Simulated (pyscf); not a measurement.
H₂O (SMILES O) + HO–B(OH)–OH (SMILES OB(O)O) → HO–B(OH)–OH (SMILES OB(O)O) + H₂O (SMILES O) (four-centre exchange; singlet surface; H–O, B–O broken, B–O, H–O formed). Single points on ωB97X-D3(BJ)/def2-SVP structures (PySCF, gas phase). Energies in kJ/mol from the separated reactants.

```
level                   barrier  reaction energy
----------------------  -------  ---------------
ωB97X-D3(BJ)/def2-TZVP    101.8              0.0
PBE/def2-TZVP              87.4              0.0
r²SCAN/def2-TZVP              …              0.0
PBE0-D3(BJ)/def2-TZVP         …              0.0
M06-2X/def2-TZVP           93.8              0.0
ωB97M-D3(BJ)/def2-TZVP    100.2              0.0
```

Q: Fill in the missing entries.

A: 
- r²SCAN/def2-TZVP, barrier: 89.6
- PBE0-D3(BJ)/def2-TZVP, barrier: 91.7

The functionals in the table span 14.4 kJ/mol in this barrier, from PBE to ωB97X-D3(BJ). The reactants may also form a dative adduct at HO–B(OH)–OH; it and routes through it were not searched. The products may also form a dative adduct at HO–B(OH)–OH; it and routes through it were not searched. This is the saddle that the search found; another between the same sides may lie lower.
